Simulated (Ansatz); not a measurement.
Ansatz (a first-principles code) input (r2SCAN0/def2-TZVPD):

Ansatz 0.2 input:
```yaml
crystal:
  periodic: [false, false, false]
  atoms:
    - {symbol: C, position_ang: [0.81479888, 1.92924708, -0.00777014]}
    - {symbol: C, position_ang: [0.71633025, 0.41681840, -0.00644526]}
    - {symbol: C, position_ang: [-0.68396967, -0.26204958, 0.00611309]}
    - {symbol: C, position_ang: [-0.64024257, -1.79586882, 0.00618996]}
    - {symbol: H, position_ang: [-1.63532024, -2.25614759, 0.01510746]}
    - {symbol: H, position_ang: [0.29747525, 2.33140678, 0.88496235]}
    - {symbol: H, position_ang: [0.28180331, 2.33087096, -0.89147906]}
    - {symbol: H, position_ang: [-0.09590746, -2.16573186, 0.88202235]}
    - {symbol: H, position_ang: [-0.11144236, -2.16626300, -0.87888645]}
    - {symbol: H, position_ang: [1.24186665, 0.00119532, -0.88684820]}
    - {symbol: H, position_ang: [1.25731985, 0.00172366, 0.86479926]}
    - {symbol: H, position_ang: [-1.24636938, 0.09676764, -0.86431870]}
    - {symbol: H, position_ang: [-1.23092689, 0.09729561, 0.88611510]}
basis:
  gaussian:
    orbitals: def2-TZVPD
hamiltonian:
  xc: {name: r2SCAN0}
total_charge: -1
output: {forces: true}
```

Output:

```
Functional definition: r2SCAN0
integrals: 0.12 GiB planned
1155 factors; their error is unknown
mean field: 1.32 GiB planned
mean field evaluation 1: about -4285.0472 eV, gradient 5.0e1 eV
mean field evaluation 2: about -4255.7921 eV, gradient 8.5e1 eV
mean field evaluation 4: about -4291.1590 eV, gradient 9.6e0 eV
mean field evaluation 8: about -4291.5365 eV, gradient 3.5e-1 eV
mean field evaluation 16: about -4291.5028 eV, gradient 9.7e-3 eV
mean field -4291.50284846 eV, -157.7098207958 hartree, gradient 5.8e-5 eV, S^2 0.000000; 0 other end points of the search recorded, 0 dependent functions left out
the calculation of the forces begins
reference -4291.50286411 eV, -157.7098213710 hartree; 17, 17 occupied and 212, 212 virtual orbitals, 1155 factors
Total energy: -4291.50286411 eV, -157.7098213710 hartree
Atom 0 at     0.814799     1.929247    -0.007770 Å, force    -0.256653    -0.150393     0.002310 eV/Å
Atom 1 at     0.716330     0.416818    -0.006445 Å, force    -0.030225    -0.164087     0.000316 eV/Å
Atom 2 at    -0.683970    -0.262050     0.006113 Å, force     0.107284     0.026196    -0.000954 eV/Å
Atom 3 at    -0.640243    -1.795869     0.006190 Å, force     0.042996     0.149418    -0.000424 eV/Å
Atom 4 at    -1.635320    -2.256148     0.015107 Å, force     0.117808     0.078140    -0.001063 eV/Å
Atom 5 at     0.297475     2.331407     0.884962 Å, force     0.075296    -0.034982    -0.119721 eV/Å
Atom 6 at     0.281803     2.330871    -0.891479 Å, force     0.077397    -0.034910     0.118395 eV/Å
Atom 7 at    -0.095907    -2.165732     0.882022 Å, force    -0.062687     0.052295    -0.103564 eV/Å
Atom 8 at    -0.111442    -2.166263    -0.878886 Å, force    -0.060850     0.052357     0.104622 eV/Å
Atom 9 at     1.241867     0.001195    -0.886848 Å, force    -0.064469     0.060500     0.124928 eV/Å
Atom 10 at     1.257320     0.001724     0.864799 Å, force    -0.066663     0.060425    -0.123807 eV/Å
Atom 11 at    -1.246369     0.096768    -0.864319 Å, force     0.061107    -0.047455     0.081597 eV/Å
Atom 12 at    -1.230927     0.097296     0.886115 Å, force     0.059659    -0.047505    -0.082633 eV/Å
Dipole moment:    -0.836845    -1.553709     0.007851 e Å
```

It need not be the lowest isomer of its formula. Whether it binds its extra electron was not tested at this geometry.
